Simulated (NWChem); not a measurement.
System: C$_{2}$H$_{4}$O$_{2}$, triplet; SMILES of the neutral closed-shell parent COC=O

Here is an NWChem input.

```
start job
memory heap 200 mb stack 900 mb global 1100 mb
geometry units angstroms noautosym nocenter noautoz
  C     -0.493482    -1.359606    -0.067148
  O      0.546940    -0.497949     0.357976
  C      0.586885     0.727833    -0.230279
  O     -0.229004     1.575812     0.395722
  H     -0.412315    -1.574312    -1.147845
  H     -0.386002    -2.295501     0.496888
  H     -1.485975    -0.926302     0.138487
  H      0.512196     0.774685    -1.336711
end
basis spherical
  C library def2-svp
  O library def2-svp
  H library def2-svp
end
dft
  odft
  mult 3
  xc m06-2x
  iterations 150
end
cosmo
  dielec 4.8
end
task dft energy
```

Structure relaxed at the PBE0/def2-SVP, spin-unrestricted level. The spin multiplicity was typed, not searched, and may not be the lowest. No stability test was run on the SCF state.

Level: M06-2X/def2-SVP with COSMO at NWChem's default radii, gas-phase geometry; the question gives the dielectric constant. Reactions with the solvent are ignored.

Problem. Predict the main results of this run. (M06-2X/def2-SVP, spin-unrestricted, COSMO on the gas-phase geometry.) Quantities: electrostatic solvation energy (kcal/mol); dipole in solution (D).

Solution. 
```
Quantity                                   Value
-----------------------------------------  -----
electrostatic solvation energy (kcal/mol)   -3.2
dipole in solution (D)                      2.81
```
